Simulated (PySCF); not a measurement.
# C₅H₅F: geometry, NMR shifts, spin-spin couplings, electronic excitations and core binding energies

Wanted: the NMR shifts, spin-spin couplings, electronic excitations and core binding energies of C₅H₅F (`C=C1C(C)=C1F`), by calculation.

Computed with PySCF 2.14.0, with density-fitted response routines of our own, on a single molecule in the gas phase. Atoms count from 0, in the outputs and in this text.

### 1 The starting structure

11 atoms, charge 0, multiplicity 1; geometry from: GFN2-xTB.

Bonds of the start (Å): C0–C1 1.31, C1–C2 1.48, C2–C3 1.47, C2–C4 1.32, C4–F5 1.32, C4–C1 1.44, C0–H6 1.08, C0–H7 1.08, C3–H8 1.09, C3–H9 1.09, C3–H10 1.09.

### 2 Relaxing the molecule at PBE0-D3(BJ)/def2-SVP

What the job is given:

```
{"job": {"xc": "PBE0", "basis": "def2-SVP", "d3": "d3bj", "grid": 1, "kind": "geom"}, "charge": 0, "multiplicity": 1}
C      2.106141     0.351659    -0.308380
C      0.875447     0.427296     0.136557
C     -0.538404     0.005366     0.166251
C     -1.571390    -0.887793    -0.366021
C     -0.154503     0.980309     0.972101
F     -0.494762     1.854756     1.903072
H      2.880302     0.997217     0.067655
H      2.382531    -0.359988    -1.066378
H     -1.658535    -0.747530    -1.443520
H     -2.534181    -0.692996     0.102601
H     -1.287221    -1.925626    -0.189902
```

**Question.** This job is followed by: GIAO PBE0/pcSseg-1 NMR shielding, non-relativistic, gas phase; B3LYP/pcJ-1 indirect spin-spin coupling, non-relativistic, gas phase; TDDFT B3LYP/def2-SVPD, vertical, gas phase, core orbitals frozen in the response; GIAO B97-2/pcSseg-2 NMR shielding, non-relativistic, gas phase; delta-SCF UKS SCAN, pcX-2 on the ionised atom, pcseg-1 elsewhere, spin-free X2C. Predict these results of the whole session: point group; rotational constants (main isotopes); 13C shifts against TMS (PBE0/pcSseg-1); 1H shifts against TMS (PBE0/pcSseg-1, means over atoms taken as alike); 19F shifts against CFCl3 (PBE0/pcSseg-1); largest coupling of the table (B3LYP/pcJ-1); lowest singlet (B3LYP/def2-SVPD); brightest single state of those computed; lowest triplet; vertical ionisation energy (ΔSCF); C1s binding energies, SCAN/pcX-2 (standing for 2 of 5 atoms); F1s binding energies, SCAN/pcX-2; range of the shift of F5.

As calculated:

| quantity | value |
| --- | --- |
| point group | Cs |
| rotational constants (main isotopes) | 3.86, 3.72, 1.92 GHz |
| 13C shifts against TMS (PBE0/pcSseg-1) | 153.8, 129.8, 114.8, 59.2, 8.6 ppm |
| 1H shifts against TMS (PBE0/pcSseg-1, means over atoms taken as alike) | 3.67, 3.57, 2.03 ppm |
| 19F shifts against CFCl3 (PBE0/pcSseg-1) | -124.8 ppm |
| largest coupling of the table (B3LYP/pcJ-1) | 1J(C,F) C4–F5, -521.9 Hz |
| lowest singlet (B3LYP/def2-SVPD) | 4.80 eV (258 nm), f = 0.003 |
| brightest single state of those computed | state 5, 6.95 eV, f = 0.458 |
| lowest triplet | 3.69 eV |
| vertical ionisation energy (ΔSCF) | 8.08 eV |
| C1s binding energies, SCAN/pcX-2 (standing for 2 of 5 atoms) | C3 291.67, C0 289.31 eV |
| F1s binding energies, SCAN/pcX-2 | F5 693.81 eV |
| range of the shift of F5 | -129.7 to -124.8 ppm |

Relaxing lowered the energy by 0.058 eV in 18 steps; the close pair that moved most is C0–C1, from 1.311 to 1.333 Å. At PBE0/pcSseg-1: The largest span, 374 ppm, is at F5, where the paramagnetic term is -167 ppm. In the run at B3LYP/pcJ-1, the largest coupling of the table is C4–F5, -521.9 Hz, of which the Fermi-contact term gives -486.6 Hz. The lowest singlet, at 4.80 eV, is HOMO→LUMO+1 0.98 and is weak; of the 10 states computed, the strongest absorption comes from state 5 at 6.95 eV. The lowest triplet lies 1.11 eV below the lowest singlet (triplets in Tamm-Dancoff, singlets in full TDDFT). At B3LYP/def2-SVPD, the highest states lie near or above the ionisation energy, where they hang on the basis. ΔSCF puts the ionisation energy at 8.08 eV, 2.30 eV above −ε(HOMO). The C1s levels kept as sound span 2.36 eV, from C0 (terminal =CH2 carbon) up to C3 (allylic methyl carbon). Only 2 of the 5 C atoms are covered by sound results. In ppm, F5 moves most: its shift spreads over 4.9 ppm, from -129.7 (B97-2/pcSseg-2) to -124.8 (PBE0/pcSseg-1).
